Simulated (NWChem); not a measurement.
The numbers come from NWChem runs, not from measurements. System: O (+1), charge 1, spin multiplicity 4. Its SCF solution wasn't tested for a lower state. Level: UMP2/def2-TZVP, 1 core orbitals frozen.

Job file:

```
start mol
memory heap 200 mb stack 900 mb global 1100 mb
charge 1
geometry units angstroms nocenter noautoz
  O      0.000000     0.000000     0.000000
  symmetry group D2h
end
basis spherical
  * library def2-tzvp
end
scf
  uhf
  nopen 3
  maxiter 100
  thresh 1e-7
  semidirect memsize 60000000 filesize 0
  # guess.movecs holds the orbitals of an unrestricted PBE0 run
  vectors input guess.movecs output mol.movecs
end
mp2
  freeze core 1
end
task mp2 energy
```

Output (cleaned and shortened):

```
             Northwest Computational Chemistry Package (NWChem) 7.3.0
             --------------------------------------------------------

                                NWChem Input Module
                                -------------------

 Scaling coordinates for geometry "geometry" by  1.889725989
 (inverse scale =  0.529177249)

                             Geometry "geometry" -> ""
                             -------------------------

 Output coordinates in angstroms (scale by  1.889725989 to convert to a.u.)

  No.       Tag          Charge          X              Y              Z
 ---- ---------------- ---------- -------------- -------------- --------------
    1 O                    8.0000     0.00000000     0.00000000     0.00000000

 Effective nuclear repulsion energy (a.u.)       0.0000000000

            Nuclear Dipole moment (a.u.)
            ----------------------------
        X                 Y               Z
 ---------------- ---------------- ----------------
     0.0000000000     0.0000000000     0.0000000000

      Symmetry information
      --------------------

 Group name             D2h
 Group number             26
 Group order               8
 No. of unique centers     1

      Symmetry unique atoms

     1


 Summary of "ao basis" -> "" (spherical)
 ------------------------------------------------------------------------------
       Tag                 Description            Shells   Functions and Types
 ---------------- ------------------------------  ------  ---------------------
 *                         def2-tzvp                  on all atoms

 Summary of "ao basis" -> "ao basis" (spherical)
 ------------------------------------------------------------------------------
       Tag                 Description            Shells   Functions and Types
 ---------------- ------------------------------  ------  ---------------------
 O                         def2-tzvp                11       31   5s3p2d1f

                                 NWChem SCF Module
                                 -----------------

  ao basis        = "ao basis"
  functions       =    31
  atoms           =     1
  alpha electrons =     5
  beta  electrons =     2
  charge          =   1.00
  wavefunction    = UHF
  use symmetry    = T
  symmetry adapt  = T

 Summary of "ao basis" -> "ao basis" (spherical)
 ------------------------------------------------------------------------------
       Tag                 Description            Shells   Functions and Types
 ---------------- ------------------------------  ------  ---------------------
 O                         def2-tzvp                11       31   5s3p2d1f

      Symmetry analysis of basis
      --------------------------

        ag          9
        au          1
        b1g         2
        b1u         5
        b2g         2
        b2u         5
        b3g         2
        b3u         5

 Forming initial guess at       0.0s

   Symmetry analysis of molecular orbitals - initial alpha
   -------------------------------------------------------

  Numbering of irreducible representations:

     1 ag          2 au          3 b1g         4 b1u         5 b2g
     6 b2u         7 b3g         8 b3u

  Orbital symmetries:

     1 ag          2 ag          3 b1u         4 b2u         5 b3u
     6 ag          7 b3u         8 b2u         9 b1u        10 b1g
    11 ag         12 b2g        13 b3g        14 ag         15 b1u

   Symmetry analysis of molecular orbitals - initial beta
[...]
  Mulliken analysis of the total density
  --------------------------------------

    Atom       Charge   Shell Charges
 -----------   ------   -------------------------------------------------------
    1 O    8     7.00   0.80  1.17  0.72  1.08  0.22  1.54  1.28  0.18  0.00  0.00  0.00

  Mulliken analysis of the alpha density
  --------------------------------------

    Atom       Charge   Shell Charges
 -----------   ------   -------------------------------------------------------
    1 O    8     5.00   0.40  0.59  0.40  0.55  0.07  1.54  1.28  0.18  0.00  0.00  0.00

   Mulliken analysis of the beta density
   -------------------------------------

    Atom       Charge   Shell Charges
 -----------   ------   -------------------------------------------------------
    1 O    8     2.00   0.40  0.59  0.32  0.54  0.15  0.00  0.00  0.00  0.00  0.00  0.00

   Mulliken analysis of the spin density
   -------------------------------------

    Atom       Charge   Shell Charges
 -----------   ------   -------------------------------------------------------
    1 O    8     3.00  -0.00 -0.00  0.08  0.01 -0.08  1.54  1.28  0.18 -0.00  0.00  0.00

       Multipole analysis of the density wrt the origin
       ------------------------------------------------

     L   x y z        total         alpha         beta         nuclear
     -   - - -        -----         -----         ----         -------
     0   0 0 0      1.000000     -5.000000     -2.000000      8.000000

     1   1 0 0     -0.000000     -0.000000     -0.000000      0.000000
     1   0 1 0     -0.000000     -0.000000     -0.000000      0.000000
     1   0 0 1     -0.000000     -0.000000     -0.000000      0.000000

     2   2 0 0     -2.448861     -1.917417     -0.531444      0.000000
     2   1 1 0      0.000000      0.000000      0.000000      0.000000
     2   1 0 1      0.000000      0.000000      0.000000      0.000000
     2   0 2 0     -2.448861     -1.917417     -0.531444      0.000000
     2   0 1 1      0.000000      0.000000      0.000000      0.000000
     2   0 0 2     -2.448861     -1.917417     -0.531444      0.000000

                   NWChem MP2 Semi-direct Energy/Gradient Module
                   ---------------------------------------------

  Basis functions       =     31
  Molecular orbitals    =     31
  Frozen core           =      1
  Frozen virtuals       =      0
  Active alpha occupied =      4
  Active beta occupied  =      1
  Active alpha virtual  =     26
  Active beta virtual   =     29
  Use MO symmetry       = T
  Use skeleton AO sym   = T

  AO/Fock/Back tols     =   1.0D-09  1.0D-09  1.0D-09

 GA uses MA = F    GA memory limited = T

 Available:
  local mem=  1.26D+08
 global mem=  1.44D+08
 local disk=  0.00D+00
  mp2_memr nvloc                    26
  nvloc new                    26
   1 passes of   4:        3145728                       7158                    177079.
   1 passes of   4: M    126154738           G      144177278           F     123009010.

 Semi-direct pass number   1 of   1  for UHF alpha       at        0.2s
  vrange nnbf                   496
  mp2_eaftype                    10  avail_ma_in_mb                  1099
 EAF : mp2_eaftype filesize          10      88539.
  mp2_eaf for mointskh                     10
Node 0 wrote      0.4 Mb in      0.0 s     Agg I/O rate:   600.3 Mb/s
 Done moints_semi at        0.3s
  mp2_eaftype                    10  avail_ma_in_mb                  1089
 EAF : mp2_eaftype filesize          10      88539.
  mp2_eaf for kh                    10
 Done maket at        0.3s
 Done multipass loop at        0.3s

 GA uses MA = F    GA memory limited = T

 Available:
  local mem=  1.26D+08
 global mem=  1.44D+08
 local disk=  0.00D+00
  mp2_memr nvloc                    29
  nvloc new                    29
   1 passes of   1:        3145728                       3409                     50599.
   1 passes of   1: M    126154738           G      144177278           F     123009010.

 Semi-direct pass number   1 of   1  for UHF beta        at        0.3s
  vrange nnbf                   496
  mp2_eaftype                    10  avail_ma_in_mb                  1099
 EAF : mp2_eaftype filesize          10      25299.
  mp2_eaf for mointskh                     10
Node 0 wrote      0.1 Mb in      0.0 s     Agg I/O rate:   705.8 Mb/s
 Done moints_semi at        0.4s
  mp2_eaftype                    10  avail_ma_in_mb                  1089
 EAF : mp2_eaftype filesize          10      25299.
  mp2_eaf for kh                    10
 Done maket at        0.4s
 Done multipass loop at        0.4s

          -------------------------------------------
          SCF energy                 -74.374001459317
          Correlation energy          -0.096058778526
          Singlet pairs                0.000000000000
          Triplet pairs                0.000000000000
          Total MP2 energy           -74.470060237843
          -------------------------------------------

          ---------------------------------------------------
                    Spin Component Scaled (SCS) MP2
          Same spin pairs                     -0.028369277481
          Same spin scaling factor             0.333333333333
          Opposite spin pairs                 -0.067689501045
          Opposite spin scaling fact.          1.200000000000
          SCS-MP2 correlation energy          -0.090683827081
          Total SCS-MP2 energy               -74.464685286398
          ---------------------------------------------------

 -----------------------
 Performance information
 -----------------------

 Timer overhead =  1.86D-07 seconds/call

               Nr. of calls         CPU time (s)                 Wall time (s)                GFlops
             ---------------    -------------------     ------------------------------   -------------------
Name         Min   Avg   Max    Min     Avg     Max     Min     Avg     Max   Mx/calls   Min     Max     Sum
mp2: moin     2     2     2   0.22    0.22    0.22     0.22    0.22    0.22    0.11      0.0     0.0     0.0
mp2: make     2     2     2   5.00E-3 5.00E-3 5.00E-3  5.00E-3 5.00E-3 5.00E-3 2.50E-3   0.0     0.0     0.0
mp2: tota     1     1     1   0.30    0.30    0.30     0.30    0.30    0.30    0.30      0.0     0.0     0.0

 The average no. of pstat calls per process was 5.00D+00
 with a timing overhead of 9.29D-07s

 Task  times  cpu:        0.4s     wall:        0.4s

 Total times  cpu:        0.4s     wall:        0.4s
```
